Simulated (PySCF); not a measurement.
## Cyclopropanol: calculation and literature

Molfile (atoms numbered from 1):
```
C3H6O
     RDKit          3D

 10 10  0  0  0  0  0  0  0  0999 V2000
    1.7845   -0.2395    0.0652 O   0  0  0  0  0  0  0  0  0  0  0  0
    0.4851   -0.1552    0.5495 C   0  0  0  0  0  0  0  0  0  0  0  0
   -0.4986    0.8337    0.0038 C   0  0  0  0  0  0  0  0  0  0  0  0
   -0.6867   -0.6413   -0.2471 C   0  0  0  0  0  0  0  0  0  0  0  0
    1.7745   -0.0742   -0.8843 H   0  0  0  0  0  0  0  0  0  0  0  0
    0.5007   -0.3387    1.6156 H   0  0  0  0  0  0  0  0  0  0  0  0
   -0.1927    1.4490   -0.8298 H   0  0  0  0  0  0  0  0  0  0  0  0
   -1.1659    1.3329    0.6882 H   0  0  0  0  0  0  0  0  0  0  0  0
   -0.5072   -1.0064   -1.2481 H   0  0  0  0  0  0  0  0  0  0  0  0
   -1.4847   -1.1555    0.2645 H   0  0  0  0  0  0  0  0  0  0  0  0
  1  2  1  0
  2  3  1  0
  3  4  1  0
  4  2  1  0
  1  5  1  0
  2  6  1  0
  3  7  1  0
  3  8  1  0
  4  9  1  0
  4 10  1  0
M  END
```

[PySCF: GIAO PBE0/pcSseg-1 shieldings; GFN2-xTB structure; no solvent; one averaged value for each set of equivalent atoms; one conformer; non-relativistic Hamiltonian]

Reference values: measured (solution, not stated per compound (mostly CDCl3 or CCl4); Pretsch, Buehlmann, Badertscher, Structure Determination of Organic Compounds, 4th ed. (2009)).
| atoms | quantity | reference | computed | computed, scaled |
| --- | --- | --- | --- | --- |
| C2 | δ 13C | 45.7 | 50.9 | 47.6 |
| C3/C4 | δ 13C | 6.8 | 8.1 | 5.8 |
| H6 | δ 1H | 3.35 | 3.37 | 3.29 |

Computed shifts are σ(ref) − σ with the named reference compound (TMS for H and C) calculated as an isolated molecule at the same level. The measured values may be among those fitted. Expected solution values come from regression of measured δ (H and C: mostly CDCl3, vs TMS) on computed σ: 13C: δ = 180.61 − 0.978σ (rms 2.1 ppm, 210 shifts, 2.3 ppm with the 2 outliers that the fit left out); 1H: δ = 30.01 − 0.943σ (rms 0.16 ppm, 131 shifts, 0.17 ppm with the 2 outliers that the fit left out). Occasional misses reach two or three times the rms, and more in compound classes unlike the fitted ones. H not on carbon is unscaled (vs computed TMS).

How far are the unscaled 13C shifts from the references?

Results:

Mean signed difference +3.25 ppm, mean absolute 3.25 ppm over 2 comparisons; the largest is +5.2 ppm at C2 (three-membered-ring carbon).

3 of the 5 published NMR values on file for this molecule are compared.
